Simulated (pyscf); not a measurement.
Structures and frequencies: ωB97X-D3(BJ)/def2-SVP in PySCF.

Estimate the classical barrier height and the reaction energy of F–W(F)(=S)=S + H₂ -> F–W(F)(SH)–SH [singlet] at ωB97M-D3(BJ)/def2-TZVP. The step runs on the singlet surface, breaks H–H and forms H–S, H–S; take the separated reactants as zero.

ΔE‡ = 0.91 eV, ΔE = +0.32 eV. Zero-point energy shifts the barrier by +0.08 eV. It is an addition across a multiple bond or ene-type step, with an imaginary mode of 1157i cm⁻¹. One saddle was located; it need not be the lowest between these sides. Elements past Kr carry the def2 core potentials, without spin-orbit coupling.
